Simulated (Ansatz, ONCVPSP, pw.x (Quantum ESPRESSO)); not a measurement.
**From atom to crystal: ONCV potential for S**

* Element: S
* Generator: ONCVPSP 4.0.1.1 (patched build)
* Type: optimised norm-conserving Vanderbilt (ONCV)
* Functional: PBEsol
* Relativity: scalar-relativistic
* Frozen core: [Ne]
* Valence charge: 6
* Reference configuration: 3s2 3p4
* Partial waves: 3s: rc 1.50 bohr, ncon 5, nbas 8, qcut 5.3 1/bohr, 2 projectors, debl 3.9 Ha; 3p: rc 1.75 bohr, ncon 4, nbas 8, qcut 4.5 1/bohr, 3 projectors, debl 3.7 Ha
* Local potential: polynomial inside 1.00 bohr (lpopt 5, dvloc0 1 Ha)
* Core correction: Teter function, fcfact 4.25, rcfact 1.65

Crystal test: sc S in pw.x 7.5, no spin, 13³ k-points, Fermi–Dirac smearing 0.01 Ry, cutoffs 60/240 Ry. The lattice is a test structure that the element need not adopt, and mesh and smearing are coarse.

pw.x input:

```
&control
  calculation='scf', prefix='x', pseudo_dir='./', outdir='./tmp', tstress=.true., disk_io='none'
/
&system
  ibrav=0, nat=1, ntyp=1, ecutwfc=60, ecutrho=240, nbnd=10,
  occupations='smearing', smearing='fd', degauss=0.01
/
&electrons
  conv_thr=1e-09, mixing_beta=0.4, electron_maxstep=70
/
ATOMIC_SPECIES
S 1.0 S.UPF
CELL_PARAMETERS angstrom
  2.55136413 0.00000000 0.00000000
  0.00000000 2.55136413 0.00000000
  0.00000000 0.00000000 2.55136413
ATOMIC_POSITIONS crystal
S 0.0000 0.0000 0.0000
K_POINTS automatic
13 13 13 0 0 0
```

```bash
pw.x < S.scf.in > S.scf.out
```

Problem. How does the run end?

Solution. It converges; the pressure is 0.94 GPa against -0.80 GPa from all-electron LAPW. This is a poor potential for the solid. The log shows:

```
     using ibrav=0 with symmetry is DISCOURAGED, use correct ibrav instead
     lattice parameter (alat)  =       4.8214  a.u.
     unit-cell volume          =     112.0763 (a.u.)^3
     number of electrons       =         6.00
     number of Kohn-Sham states=           10
     kinetic-energy cutoff     =      60.0000  Ry
     charge density cutoff     =     240.0000  Ry
     scf convergence threshold =      1.0E-09
     Exchange-correlation= PBESOL
     number of k points=    84  Fermi-Dirac smearing, width (Ry)=  0.0100
     iteration #  1     ecut=    60.00 Ry     beta= 0.40
     total energy              =     -22.74443735 Ry
     estimated scf accuracy    <       0.00161971 Ry
     iteration #  2     ecut=    60.00 Ry     beta= 0.40
     total energy              =     -22.74444458 Ry
     estimated scf accuracy    <       0.00057450 Ry
     iteration #  3     ecut=    60.00 Ry     beta= 0.40
     total energy              =     -22.74445006 Ry
     estimated scf accuracy    <       0.00000152 Ry
     iteration #  4     ecut=    60.00 Ry     beta= 0.40
     total energy              =     -22.74445049 Ry
     estimated scf accuracy    <       0.00000001 Ry
     iteration #  5     ecut=    60.00 Ry     beta= 0.40
     total energy              =     -22.74445050 Ry
     estimated scf accuracy    <          2.6E-09 Ry
     iteration #  6     ecut=    60.00 Ry     beta= 0.40
     the Fermi energy is     8.9966 ev
!    total energy              =     -22.74445050 Ry
     estimated scf accuracy    <          7.9E-11 Ry
     smearing contrib. (-TS)   =      -0.00208504 Ry
     The total energy is F=E-TS. E is the sum of the following terms:
     one-electron contribution =       4.29812709 Ry
     hartree contribution      =       1.37187154 Ry
     xc contribution           =      -7.22699373 Ry
     ewald contribution        =     -21.18537036 Ry
     convergence has been achieved in   6 iterations
          total   stress  (Ry/bohr**3)                   (kbar)     P=        9.38
     Message from routine punch:
     Nothing written, as per user request (disk_io='none')
```
